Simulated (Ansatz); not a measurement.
## Correlation methods on HO2, doublet

Computed with Ansatz's Gaussian-basis code (development build); BCCD by scripts on PySCF. Nonrelativistic, STO-3G, 2 core orbitals frozen. Perturbation and coupled-cluster methods stand on the Hartree–Fock determinant that coupled cluster favours; RHF here means ROHF, with semicanonical perturbation theory. The state met can differ between shapes. Small basis; these aren't basis-limit values. The unrestricted determinant is a mixture of spins, so it may stand for another state.

Shape A. A bond is stretched, to 1.36 times the sum of the covalent radii.

| atom | x (Å) | y (Å) | z (Å) |
| --- | --- | --- | --- |
| O | 0.0000 | 0.0000 | 0.0000 |
| H | 0.0000 | 0.9400 | -0.2400 |
| O | 0.0000 | 0.0000 | 1.7955 |

Shape B. A bond is stretched, to 1.51 times the sum of the covalent radii.

```csv
atom,x (Å),y (Å),z (Å)
O,0.0000,0.0000,0.0000
H,0.0000,0.9400,-0.2400
O,0.0000,0.0000,1.9950
```

Shape C. A bond is stretched, to 1.43 times the sum of the covalent radii.

```xyz
3

O     0.0000    0.0000    0.0000
H     0.0000    0.9400   -0.2400
O     0.0000    0.0000    1.8886
```

Correlation energy of CCSD(T), then each method's total less that of CCSD(T), in eV:

```
 case  E corr CCSD(T)    CCSD    BCCD  BCCD(T)                                             determinant
A RHF          -4.207  +0.020  +0.042   +0.009                                                       –
A UHF          -1.644  +0.014  +0.057   +0.030                                            ⟨S²⟩ = 1.551
B UHF          -1.070  +0.011  +0.014   +0.002                                            ⟨S²⟩ = 1.675
C RHF          -4.859  +0.017  +0.026   +0.005  0.32 eV over the lowest such Hartree–Fock solution met
```

How far does full CI lie from CCSD(T) in each case, and where is CCSD(T) within 1 kcal/mol (0.043 eV)?

A RHF: -0.034 eV (within); A UHF: -0.013 eV (within, spin-contaminated determinant); B UHF: -0.016 eV (within, spin-contaminated determinant); C RHF: -0.022 eV (within).
